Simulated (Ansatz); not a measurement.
**Property card for BaAlGe**

Theory: DFT r2SCAN, scalar-relativistic, plane waves, PAW (Ansatz 0.2.0).

Settings: cutoff 500 eV, Γ-centred mesh 12×12×8 on the computed 3-atom cell, Gaussian smearing of 0.10 eV; no spin polarisation.

The structure is relaxed at this level of theory with its symmetry kept. Whether it is the stable form of this composition wasn't checked.

```
Ba Al Ge
1.0
     4.35188    0.00000    0.00000
    -2.17594    3.76884    0.00000
     0.00000    0.00000    5.20872
Ba Al Ge
1 1 1
Direct
  0.00000 0.00000 0.00000
  0.66667 0.33333 0.50000
  0.33333 0.66667 0.50000
```

| Property | Result |
| --- | --- |
| Space group | P-6m2 (No. 187) |
| Volume per atom | 28.48 Å³ |
| Formation energy from the elements' standard states (uncorrected) | -0.573 eV/atom |
| Generalised Kohn–Sham band gap | none (metal) |
| Density of states at the Fermi level | 1.39 states/eV per cell |
| Bulk modulus | 47 GPa |
| Its pressure derivative | 4.2 |
| Bader charges (e) | Ba (1 in the cell) 1.16, Al (1 in the cell) 1.02, Ge (1 in the cell) -2.19 |

Spin-orbit coupling is left out, which matters for the bands of heavy elements.

Cost: 6 runs of about 3.9 core-minutes in all, on AMD EPYC 9R45 (Zen 5) (shared hosts).